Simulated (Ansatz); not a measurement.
## Worked example: CHF3S + CCl2F → CSF3 + CHCl2F

Gas-phase species: CHF3S `FC(F)(F)S`, singlet; CCl2F `F[C](Cl)Cl`, doublet; CSF3 `FC(F)(F)[S]`, doublet; CHCl2F `FC(Cl)Cl`, singlet. A radical takes H: the energy is the difference in strength between the S–H bond broken and the C–H bond made.

Shapes, held fixed at every level: PBE0-D4/def2-TZVP. Programs: Ansatz 0.2.0. The zero-point and thermal change to 298 K, harmonic and unscaled (PBE0-D4/def2-TZVP), is +8.6 kJ/mol.

At CCSD(T)/CBS estimate; 1 Eh = 2625.50 kJ/mol:

```
species   energy (Eh)
  CHF3S   -735.794238
  CCl2F  -1057.316131
   CSF3   -735.140387
 CHCl2F  -1057.983810
```

Task: Work out ΔH(298 K) of the reaction at this level.

Result: 
1. Products less reactants: (-735.140387) + (-1057.983810) − [(-735.794238) + (-1057.316131)] = -0.013828 Eh = -36.3 kJ/mol.
2. With the thermal change: -36.3 + (+8.6) = -27.7 kJ/mol.

Other levels give -34.1 (CCSD/def2-SVP) to -17.5 kJ/mol (PBE0-D4/def2-TZVPP). No measured value is set beside it here. Open shells run unrestricted. The CBS estimate extrapolates MP2 from def2-TZVPP and def2-QZVPP and adds CCSD(T) − MP2 in the triple-zeta set, cores frozen.
